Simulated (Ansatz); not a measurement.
in.yaml

```yaml
crystal:
  periodic: [false, false, false]
  atoms:
    - {symbol: B, position_ang: [0.000000, 0.623020, 1.187620]}
    - {symbol: Si, position_ang: [0.000000, 0.060547, -0.812768]}
    - {symbol: N, position_ang: [0.000000, -0.602279, 0.713061]}
basis:
  gaussian: {orbitals: cc-pVDZ, point_charges: [{charge: 0.50, position_ang: [3.535, 0.256, -0.380]}]}
magnetization: {spin_polarized: false, initial_magnetization: 2}
hamiltonian: {xc: hf}
output: {orbitals: {seedname: orbitals}}
```

```sh
$ ansatz run in.yaml --threads 1 --pin off --events-out ev --progress --plain --max-ram 2393MiB
```

Output:

```
454 factors; integrals over basis functions are off by at most 8.1e-4 eV
mean field evaluation 1: about -10008.4534 eV, gradient 3.3e1 eV
mean field evaluation 2: about -10008.5971 eV, gradient 3.3e1 eV
mean field evaluation 4: about -10012.1039 eV, gradient 4.9e0 eV
mean field evaluation 8: about -10012.3864 eV, gradient 8.8e-1 eV
mean field evaluation 16: about -9933.0910 eV, gradient 1.4e2 eV
mean field evaluation 32: about -10011.3527 eV, gradient 3.1e0 eV
mean field evaluation 64: about -10011.4913 eV, gradient 6.5e-1 eV
mean field evaluation 96: about -10010.3614 eV, gradient 7.7e0 eV
mean field evaluation 128: about -10000.7920 eV, gradient 3.5e1 eV
mean field -10012.39910892 eV, -367.9488806048 hartree, gradient 5.4e-5 eV, S^2 2.000000; 2 other end points of the search recorded, 0 dependent functions left out
reference -10012.39910892 eV, -367.9488806048 hartree; 14, 12 occupied and 32, 34 virtual orbitals, 454 factors
Total energy: -10012.39910892 eV, -367.9488806048 hartree
```

Ran on 1 thread of Arm Neoverse V2, shared host: 0.6 s wall, 0.07 GiB peak host memory.
